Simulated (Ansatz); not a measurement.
C3H6F2O (`CC(O)(F)CF`). Total charge 0; spin multiplicity 1.

Cartesian coordinates in Å:
```
C -0.638 1.106 0.121
C 0.315 0.011 -0.292
O 0.056 -0.507 -1.543
F 1.594 0.559 -0.287
C 0.327 -1.185 0.640
F 0.557 -0.781 1.933
H -1.663 0.735 0.111
H -0.394 1.459 1.122
H -0.552 1.945 -0.573
H -0.085 0.219 -2.159
H -0.639 -1.694 0.595
H 1.123 -1.866 0.332
```

Q: Give the diagnostics of a CCSD(T)/def2-TZVPP run (frozen core, Ansatz). (Estimate.)

A: The calculation gave: T1 = 0.0110, largest single amplitude 0.011, largest double 0.009, (T) share of the correlation energy 3.3 %, 9 CCSD cycles. The RHF solution is stable towards an unrestricted one. T1 lies under the customary mark of 0.02 for closed shells.
